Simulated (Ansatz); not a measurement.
`C[O]` radical: measurement beside calculation (Ansatz, PBE0-D4/def2-TZVP geometry).

Z-matrix (Å, degrees):
```
C
O 1 1.355
H 1 1.100 2 113.5
H 1 1.108 2 105.3 3 -115.7
H 1 1.100 2 113.5 3 128.6
```

Enthalpy of formation at 298 K: 4.1 kcal/mol (zero for an element's reference state; older measured values of the G2 set, as listed by Staroverov and co-workers, J. Chem. Phys. 119, 12129, 2003). With their computed zero-point and thermal terms and the atoms' enthalpies of Curtiss and co-workers (1997) it gives an electronic atomization energy of 400.4 kcal/mol.

| level | atomization (kcal/mol) | error | error per bond |
| --- | --- | --- | --- |
| LDA (SPW92) | 464.7 | 64.4 | 16.1 |
| PBE-D4 | 413.7 | 13.4 | 3.3 |
| revPBE-D4 | 403.1 | 2.7 | 0.7 |
| BLYP-D4 | 406.3 | 5.9 | 1.5 |
| r2SCAN-D4 | 405.7 | 5.4 | 1.3 |
| B97M-V | 403.6 | 3.3 | 0.8 |
| PBE0-D4 | 403.6 | 3.2 | 0.8 |
| B3LYP-D4 | 404.6 | 4.3 | 1.1 |
| r2SCANh-D4 | 402.5 | 2.1 | 0.5 |
| r2SCAN0-D4 | 397.9 | -2.4 | -0.6 |
| HSE06-D4 | 404.0 | 3.6 | 0.9 |
| BHLYP-D4 | 390.3 | -10.0 | -2.5 |
| CAM-B3LYP-D4 | 405.8 | 5.4 | 1.4 |
| ωB97X-V | 402.9 | 2.5 | 0.6 |
| ωB97M-V | 402.8 | 2.4 | 0.6 |
| B2PLYP | 398.2 | -2.2 | -0.6 |
| PBE-QIDH | 396.6 | -3.8 | -0.9 |
| PBE | 413.0 | 12.6 | 3.2 |
| revPBE | 399.9 | -0.5 | -0.1 |
| BLYP | 404.5 | 4.1 | 1.0 |
| r2SCAN | 405.5 | 5.2 | 1.3 |
| PBE0 | 403.0 | 2.6 | 0.7 |
| B3LYP | 403.4 | 3.1 | 0.8 |
| r2SCANh | 402.3 | 1.9 | 0.5 |
| r2SCAN0 | 397.7 | -2.6 | -0.7 |
| HSE06 | 403.4 | 3.1 | 0.8 |
| BHLYP | 389.6 | -10.8 | -2.7 |
| CAM-B3LYP | 405.2 | 4.9 | 1.2 |
| LC-ωPBE | 401.7 | 1.3 | 0.3 |
| HF/def2-TZVPP | 290.6 | -109.7 | -27.4 |
| MP2/def2-TZVPP | 390.6 | -9.8 | -2.5 |
| SCS-MP2/def2-TZVPP | 391.2 | -9.1 | -2.3 |
| CCSD/def2-TZVPP | 385.1 | -15.3 | -3.8 |
| CCSD(T)/def2-TZVPP | 389.9 | -10.4 | -2.6 |
| HF/def2-QZVPP | 291.2 | -109.2 | -27.3 |
| MP2/def2-QZVPP | 396.3 | -4.0 | -1.0 |
| SCS-MP2/def2-QZVPP | 397.8 | -2.6 | -0.6 |
| HF/CBS(def2) | 291.2 | -109.1 | -27.3 |
| MP2/CBS(def2) | 400.3 | -0.1 | 0.0 |
| CCSD/CBS(def2) | 394.8 | -5.5 | -1.4 |
| CCSD(T)/CBS(def2) | 399.7 | -0.7 | -0.2 |

Functionals use def2-TZVPP; B3LYP here is the variant with VWN-RPA as its local correlation; programs differ in this. The calculations leave out spin–orbit coupling, scalar relativity and, for the correlated methods, core correlation; together these are worth up to about 1 kcal/mol a heavy atom. HSE06 is defined as in plane-wave codes. CBS adds triple-zeta CCSD(T) − MP2 to the MP2 limit. T1 = 0.019.
